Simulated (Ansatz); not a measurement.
Input file for `B[N]B` radical:

```yaml
crystal:
  periodic: [false, false, false]
  atoms:
    - {symbol: B, position_ang: [-1.116891, 0.208371, -0.746195]}
    - {symbol: N, position_ang: [0.009018, -0.016846, -0.009043]}
    - {symbol: B, position_ang: [1.134502, -0.229984, 0.732332]}
    - {symbol: H, position_ang: [-1.409714, -0.540977, -1.640554]}
    - {symbol: H, position_ang: [-1.814190, 1.157290, -0.499389]}
    - {symbol: H, position_ang: [1.422296, 0.533386, 1.616661]}
    - {symbol: H, position_ang: [1.836280, -1.179139, 0.500488]}
basis:
  gaussian: {orbitals: def2-SVP}
magnetization: {spin_polarized: true, initial_magnetization: 1}
correlation: {method: ccsd_t}
scf: {omitted_lower_state_checks: [cluster_reference]}
```

```sh
$ ansatz run in.yaml --threads 2 --pin off --events-out ev --progress --plain
```

The program prints (abridged):

```
Functional definition: HF
  name "HF"
  cite "Fock, Z. Phys. 61, 126 (1930) doi:10.1007/BF01340294"
  parent pbe
  exchange = exact_x
  correlation = 0
these checks for a lower state are left out or cut short: cluster_reference
634 factors; integrals over basis functions are off by at most 1.0e-3 eV
mean field evaluation 1: about -2882.8626 eV, gradient 2.1e1 eV
mean field evaluation 2: about -2882.9282 eV, gradient 2.1e1 eV
mean field evaluation 4: about -2886.0667 eV, gradient 3.4e0 eV
mean field evaluation 8: about -2886.3151 eV, gradient 1.3e-1 eV
mean field evaluation 16: about -2883.4793 eV, gradient 8.7e-1 eV
mean field -2886.31540279 eV, -106.0701346379 hartree, gradient 2.9e-6 eV, S^2 0.769103; 1 other end points of the search recorded, 0 dependent functions left out
3 core orbitals not correlated: weight in the atoms' cores, before any rotation towards them, 1.000 or more for the frozen orbitals, at most 0.000 for the correlated occupied ones
reference -2886.31540279 eV, -106.0701346379 hartree; 8, 7 occupied and 51, 52 virtual orbitals, 634 factors
second order -8.17042004 eV of doubles, -0.00000000 eV of singles
cycle   1  -8.94108478 eV  change   -7.7e-1 eV  update   8.4e-2
cycle   2  -9.29160106 eV  change   -3.5e-1 eV  update   3.0e-2
cycle   3  -9.36911910 eV  change   -7.8e-2 eV  update   1.9e-2
cycle   4  -9.37294185 eV  change   -3.8e-3 eV  update   9.4e-3
cycle   5  -9.37491302 eV  change   -2.0e-3 eV  update   2.6e-3
cycle   6  -9.37541260 eV  change   -5.0e-4 eV  update   6.8e-4
cycle   7  -9.37550079 eV  change   -8.8e-5 eV  update   2.4e-4
cycle   8  -9.37553493 eV  change   -3.4e-5 eV  update   9.6e-5
cycle   9  -9.37550325 eV  change    3.2e-5 eV  update   3.8e-5
cycle  10  -9.37550296 eV  change    2.9e-7 eV  update   1.5e-5
perturbative correction -0.27515406 eV, -0.0101117253 hartree
Total energy: -2895.96605982 eV, -106.4247897422 hartree
Checks for a lower state left out: cluster_reference
```

Hardware: 2 threads of a server CPU on a shared host. Wall time 1.8 s, peak host memory 0.26 GiB.

Correlation energy per correlated electron: -0.643 eV. T1 diagnostic: 0.0237.
